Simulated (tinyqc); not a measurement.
Worked calculation: UHF in the sto-3g basis, for BH2, spin multiplicity 2. This run ends on a higher stationary point, not on the lowest solution. Computed by tinyqc, a small Python program that keeps every step (integrals from PySCF). Settings: charge = 0, multiplicity = 2, basis = sto-3g, energy threshold = 1e-09, iteration cap = 90, orthogonalisation = canonical, start = core, DIIS depth = 8, method = UHF. Command: `OMP_NUM_THREADS=1 python tinyqc.py 20553 20554 out.jsonl` (the two numbers bound the seeds that draw the settings). One thread of a shared host (Intel(R) Xeon(R) Processor @ 2.60GHz), about 0.1 s of CPU time with the checks.

Geometry (angstrom):
```
atom         x          y         z
B     0.000000   0.000000  0.000000
H     0.000000   1.232000  0.643000
H     0.000000  -1.232000  0.643000
```

Stop when the energy changes by less than 1e-09 hartree and every element of the error matrix X^T (F D S - S D F) X (for each spin) is below 9e-06.

Course of the cycle:
```
iteration   E (hartree)     change  largest element of the error matrix
1          -23.90871940          -                             3.94e-01
2          -25.27008795  -1.36e+00                             3.93e-02
3          -25.28511167  -1.50e-02                             1.69e-02
4          -25.28821472  -3.10e-03                             9.91e-03
5          -25.28897851  -7.64e-04                             5.03e-03
6          -25.28946292  -4.84e-04                             1.14e-03
7          -25.28947890  -1.60e-05                             2.31e-04
8          -25.28947903  -1.28e-07                             2.20e-05
9          -25.28947903  -5.36e-09                             7.01e-06
10         -25.28947903  -3.57e-10                             6.45e-07
```

Can the last value be used, and what does the course show?

No, though the log alone does not show it. Converged in 10 iterations. But the solution lies 0.07083 hartree above the reference: it is another stationary point, not the lowest one. Reruns (cap 100 unless said): damping 0.5: converged in 62 to a higher stationary point; level shift 0.5: converged in 49 to a higher stationary point; atomic densities as start, DIIS 8: converged in 11. PySCF UHF in the same basis, after a stability check = -25.36030789 hartree.
